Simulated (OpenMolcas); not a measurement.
Predicting the next basis: MP2 on Cl2

Cl2: 2 atoms, total charge 0, spin state singlet. SMILES: `ClCl`. The coordinates come from a GFN2-xTB relaxation.

MP2 correlation energies, 10 core orbitals frozen (OpenMolcas 26.06):

| basis | X | correlation energy (Eh) |
| --- | --- | --- |
| cc-pVDZ | 2 | -0.270932 |
| cc-pVTZ | 3 | -0.378295 |
| cc-pVQZ | 4 | ? |

Q: Take E(X) = E∞ + A/X³, fix the two constants on the known rows and predict the third.

A: 
1. A = (-0.270932 − (-0.378295))/(1/8 − 1/27) = 1.22055 Eh.
2. E∞ = -0.378295 − 1.22055/27 = -0.423501 Eh.
3. X = 4: -0.423501 + 1.22055/64 = -0.404430 Eh.

The run gave -0.417396 Eh, so the prediction is off by +13.0 mEh, 33 % of the last step. The small sets lie short of the range where X⁻³ holds, so the true step is larger than predicted.
